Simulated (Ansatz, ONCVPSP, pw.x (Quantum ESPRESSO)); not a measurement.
# Equation-of-state test of one ONCV potential (iron)

* Element: Fe (Z = 26)
* Generator: ONCVPSP 4.0.1
* Type: optimised norm-conserving Vanderbilt (ONCV)
* Functional: PBE
* Relativity: scalar-relativistic
* Frozen core: [Ne]
* Valence charge: 16
* Reference configuration: 3s2 3p6 3d6 4s2
* Partial waves: 3s+4s: rc 1.60 bohr, ncon 3, nbas 7, qcut 6.5 1/bohr, 2 projectors; 3p: rc 0.95 bohr, ncon 4, nbas 9, qcut 9 1/bohr, 2 projectors, debl 3.1 Ha; 3d: rc 1.76 bohr, ncon 5, nbas 10, qcut 8.7 1/bohr, 1 projector
* Local potential: polynomial inside 0.75 bohr (lpopt 1, dvloc0 3 Ha)
* Core correction: Teter function, fcfact 4.5, rcfact 1.1

Crystal test: bcc Fe in pw.x 7.5, no spin, 17³ k-points, Fermi–Dirac smearing 0.01 Ry, cutoffs 150/600 Ry. The lattice is a test structure that the element need not adopt, and mesh and smearing are coarse. Spin polarisation and strong correlation are left out, which matters for this element.

pw.x input:

```
&control
  calculation='scf', prefix='x', pseudo_dir='./', outdir='./tmp', tstress=.true., disk_io='low'
/
&system
  ibrav=0, nat=1, ntyp=1, ecutwfc=150, ecutrho=600, nbnd=16,
  occupations='smearing', smearing='fd', degauss=0.01
/
&electrons
  conv_thr=1e-09, mixing_beta=0.4, electron_maxstep=70
/
ATOMIC_SPECIES
Fe 1.0 Fe.UPF
CELL_PARAMETERS angstrom
  -1.38142994 1.38142994 1.38142994
  1.38142994 -1.38142994 1.38142994
  1.38142994 1.38142994 -1.38142994
ATOMIC_POSITIONS crystal
Fe 0.0000 0.0000 0.0000
K_POINTS automatic
17 17 17 0 0 0
```

```bash
pw.x < Fe.scf.in > Fe.scf.out
```

How does the run end?

It converges; the pressure is 2.17 GPa against 0.48 GPa from all-electron LAPW. The free energy does not fall steadily as the cutoff rises, most likely since the density grid, which shrinks with it, is too coarse for the model core; the lower cutoffs are not converged. The log shows:

```
     number of Kohn-Sham states=           16
     kinetic-energy cutoff     =     150.0000  Ry
     charge density cutoff     =     600.0000  Ry
     scf convergence threshold =      1.0E-09
     Exchange-correlation= PBE
     number of k points=   165  Fermi-Dirac smearing, width (Ry)=  0.0100
     iteration #  1     ecut=   150.00 Ry     beta= 0.40
     total energy              =    -246.16904252 Ry
     estimated scf accuracy    <       0.02920174 Ry
     iteration #  2     ecut=   150.00 Ry     beta= 0.40
     total energy              =    -246.17602118 Ry
     estimated scf accuracy    <       0.00211200 Ry
     iteration #  3     ecut=   150.00 Ry     beta= 0.40
     total energy              =    -246.17637526 Ry
     estimated scf accuracy    <       0.00022502 Ry
     iteration #  4     ecut=   150.00 Ry     beta= 0.40
     total energy              =    -246.17638027 Ry
     estimated scf accuracy    <       0.00000081 Ry
     iteration #  5     ecut=   150.00 Ry     beta= 0.40
     total energy              =    -246.17638048 Ry
     estimated scf accuracy    <       0.00000018 Ry
     iteration #  6     ecut=   150.00 Ry     beta= 0.40
     total energy              =    -246.17638050 Ry
     estimated scf accuracy    <       0.00000001 Ry
     iteration #  7     ecut=   150.00 Ry     beta= 0.40
     total energy              =    -246.17638050 Ry
     estimated scf accuracy    <          1.2E-09 Ry
     iteration #  8     ecut=   150.00 Ry     beta= 0.40
     the Fermi energy is    20.4951 ev
!    total energy              =    -246.17638050 Ry
     estimated scf accuracy    <          5.8E-11 Ry
     smearing contrib. (-TS)   =      -0.01361578 Ry
     The total energy is F=E-TS. E is the sum of the following terms:
     one-electron contribution =     -96.35205131 Ry
     hartree contribution      =      58.46281786 Ry
     xc contribution           =     -29.83355620 Ry
     ewald contribution        =    -178.43997507 Ry
     convergence has been achieved in   8 iterations
          total   stress  (Ry/bohr**3)                   (kbar)     P=       21.70
```
